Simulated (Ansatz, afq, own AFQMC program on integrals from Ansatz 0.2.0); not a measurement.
AlH$_{3}$⁺, doublet in cc-pVDZ along one coordinate

```xyz
4

Al    0.0000    0.0571    0.0000
H     0.0000    0.2262   -1.5512
H     0.0000    0.2262    1.5512
H     0.0000   -1.9820    0.0000
```

The Al1–H3 distance is changed with both sides rigid. Energies in mEh count from this geometry (1.560 Å) at the same level; the start stands on UHF, each point on the determinant named.

Basis cc-pVDZ. Noble-gas cores (and the filled d shells of Ga–Kr and In–Xe) are frozen. Ansatz 0.2.0 and our own AFQMC program on the same integrals; the CISD trial comes from CCSD amplitudes, and released means the phaseless constraint is let go. Uncertainties: one standard error, sampling alone.

Cautions, each for one point or more: a spin-contaminated unrestricted determinant lies lower; strong correlation; unrestricted determinant spin contaminated.

```
r(Al1–H3) / Å  det.     T1  weight  ⟨S²⟩  CCSD(T)  ph-AFQMC/CISD  released AFQMC   FCI  CCSDT(Q)   PBE0  B2PLYP
        1.430   UHF  0.014    0.95  0.75      5.5     5.5 ± 0.03      5.6 ± 0.02   5.6       5.6    6.2     5.4
        1.678   UHF  0.017    0.94  0.75      3.1     3.1 ± 0.04               –   3.1       3.1    2.6     3.2
        2.182   UHF  0.079    0.84  1.05     46.9    46.6 ± 0.04     46.4 ± 0.06  46.2      46.2   46.9   49.6§
        2.843  ROHF  0.071    0.84  pure     82.7    82.9 ± 0.06               –  82.0      82.0  83.2§   86.2§
        4.144  ROHF  0.039    0.88  pure     87.3    87.6 ± 0.05     87.3 ± 0.06  87.1      87.1  95.0§   97.0§
```

Weight is that of the determinant in the CISD state; at the start T1 is 0.015 and the weight 0.95, and ⟨S²⟩ is 0.75. Symmetry can't show for every point that it stays on the start's state. A dash marks a missing value, a released energy that hasn't settled or a functional that sits on another state. § marks a functional whose ⟨S²⟩ is too high by over 0.1. Largest departures from full CI: CCSD(T) 0.7 mEh at 2.843 (on ROHF), ph-AFQMC/CISD 0.9 mEh at 2.843 (on ROHF), released AFQMC 0.2 mEh at 4.144 (on ROHF), CCSDT(Q) 0.0 mEh at 2.182 (on UHF). The functionals aren't scored here. In this small basis the wave-function levels are far from their limit, so their gap to the functionals isn't the functionals' error.

Some points may be missing: those where a free walk finds a much lower state, and past Zn most of those on another determinant than at the start.

CCSDT and higher add their correlation energy to the determinant of the CCSD(T) run, since their own runs factorise the integrals more tightly (a shift of under 2 meV). A walk keeps the symmetry of its determinant, which the program's search chose and which needn't be the lowest solution, so a lower state of the same spin and another symmetry isn't excluded. Released energies are given only where the last usable release times agree within the noise; a slower fall can still hide under it.
